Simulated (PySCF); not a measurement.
A species of formula C3H4F2O has this rotational fingerprint, computed with PySCF, PBE0-D3(BJ)/def2-SVP geometry optimisation, gas phase:

```
Rotational constants : A = 5098, B = 2746, C = 2640 MHz
Dipole components    : |μa| = 0.21 D, |μb| = 1.08 D, |μc| = 0.27 D
Inertial defect      : -91.71 u·Å²
κ                    : -0.91
```

**Question.** Which structure is it? (One computed conformer of each.)
A. `[CH2:1]=[C:2]([F:3])[O:4][CH2:5][F:6]` with C1–C2–O4–C5 18°, C2–O4–C5–F6 -75°
B. `[F:1][CH:2]([F:3])[C@@H:4]1[CH2:5][O:6]1` with F1–C2–C4–C5 -90°
C. `[O:1]=[CH:2][CH2:3][CH:4]([F:5])[F:6]` with O1–C2–C3–C4 136°, C2–C3–C4–F5 175°
D. `[CH3:1][O:2]/[C:3]([F:4])=[CH:5]\[F:6]` with C1–O2–C3–F4 55°
E. `[CH3:1][C:2](=[O:3])[CH:4]([F:5])[F:6]` with C1–C2–C4–F5 -62°

**Answer.** E. It is CC(=O)C(F)F, a near-prolate asymmetric top. The candidates at the same level (rigid rotor, commonest isotopes):

```csv
SMILES,A (MHz),B (MHz),C (MHz),μa (D),μb (D),μc (D),Δ (u·Å²),point group,rotor
CO/C(F)=C\F,5626,2771,1962,1.47,0.03,1.01,-14.55,C1,asymmetric top
O=CCC(F)F,8664,1935,1660,0.74,0.10,0.10,-15.09,C1,near-prolate asymmetric top
C=C(F)OCF,7988,2410,1975,1.00,0.02,1.55,-17.11,C1,asymmetric top
CC(=O)C(F)F,5098,2746,2640,0.21,1.08,0.27,-91.71,near Cs,near-prolate asymmetric top
FC(F)[C@@H]1CO1,7068,2700,2115,1.26,1.70,0.21,-19.70,C1,asymmetric top
```

`FC(F)[C@@H]1CO1` has A 39 % too high; `C=C(F)OCF` has A 57 % too high; `CO/C(F)=C\F` has C 26 % too low; `O=CCC(F)F` has A 70 % too high. No structure here is proved a minimum.
